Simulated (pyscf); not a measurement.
PySCF, gas phase, ωB97X-D3(BJ)/def2-SVP geometries.

Task: H₃Sn–SnH₃ + hydrogen fluoride (HF) → F–SnH₃ + SnH₄
Surface: singlet. Broken: Sn–Sn, F–H. Formed: F–Sn, H–Sn. Give ΔE‡ and ΔE from ωB97M-D3(BJ)/def2-TZVP, relative to the separated reactants.

Result: ΔE‡ = 1.52 eV, ΔE = 0.00 eV. Zero-point energy shifts the barrier by -0.06 eV. It is a four-centre exchange, with an imaginary mode of 937i cm⁻¹. The same reactants have a lower exit, to F–SnH₂–SnH₃ + H₂ (barrier +1.18 eV at ωB97M-D3(BJ)/def2-TZVP, against +1.52 eV here). One saddle was located; it need not be the lowest between these sides. Elements past Kr carry the def2 core potentials, without spin-orbit coupling.
